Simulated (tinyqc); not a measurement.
Geometry optimisation on the UHF/sto-3g surface (energies and gradients from PySCF), for BH, spin multiplicity 3, step by step. One step of it, computed by the program tinyqc.

Question. Step 1: move. Quasi-Newton step p = -H^(-1) g (first H = 0.6 times the unit matrix); steps longer than 0.1 bohr are cut back.

positions at the start (bohr):
```
           x         y         z
1B  0.000000  0.000000  0.000000
2H  0.000000  0.000000  2.175075
```

gradient (hartree/bohr):
```
             x           y            z
1B  0.00000000  0.00000000   0.00291530
2H  0.00000000  0.00000000  -0.00291530
```

Give: positions after step 1.

Answer.

positions after step 1 (bohr):
```
        x      y       z
1B  0.000  0.000  -0.005
2H  0.000  0.000   2.180
```
